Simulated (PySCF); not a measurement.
# Complexes of acetylene

Gas-phase complexes of acetylene, each in one structure from a short search with a few starts, optimised by PBE0-D3(BJ)/def2-TZVPD; other ways of binding may lie lower. Energies in kcal/mol, wB97M-D3(BJ)/def2-TZVPD, counterpoise-corrected (PySCF): interaction is complex less parts frozen as they stand in it, binding adds what it costs to deform them. Contacts are written partner···acetylene; electrostatic, Pauli and orbital are terms of the uncorrected same energy, whose rest is dispersion or correlation.

1 other partner is left out, for which the search missed the form known or expected to bind best.

Frequency runs check only 1 of the 5 structures; these show no clear imaginary mode. 2 further partners within 0.25 kcal/mol of a listed one are not ranked.

**Question.** Order these partners of acetylene by binding energy, strongest first: carbon dioxide, phosphine, bromide, chlorine, ethylene.

**Answer.** bromide (-8.5), carbon dioxide (-2.1), chlorine (-1.8), ethylene (-1.5), phosphine (-1.0).
```tsv
partner	contact	distance (Å)	binding	interaction	electrostatic	Pauli	orbital
bromide	Br···H	2.44	-8.5	-8.9	-11.3	10.6	-7.6
carbon dioxide	C···C	3.29	-2.1	-2.2	-2.8	2.3	-0.6
chlorine	Cl···C	3.02	-1.8	-1.8	-5.0	7.2	-3.0
ethylene	H···C	3.03	-1.5	-1.5	-1.5	1.4	-0.4
phosphine	P···C	3.70	-1.0	-1.0	-1.3	1.3	-0.3
```
